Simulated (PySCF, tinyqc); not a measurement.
Inside a calculation. Method: RKS/PBE in the sto-3g basis, for LiH, spin multiplicity 1. The lowest restricted solution is unstable here: a spin-polarised one lies 0.0083 hartree lower (PySCF). One step of it, computed by the program tinyqc.

Problem. Iteration 2: DIIS coefficients. Solve [B -1; -1 0][c; lambda] = [0; -1] for the coefficients, which sum to one.

B (overlaps of the stored error matrices):
```
               1              2
1  1.2518056e-02  3.0674203e-03
2  3.0674203e-03  1.4261300e-01
```

Give: DIIS coefficients.

Solution.

DIIS coefficients: 0.937  0.063
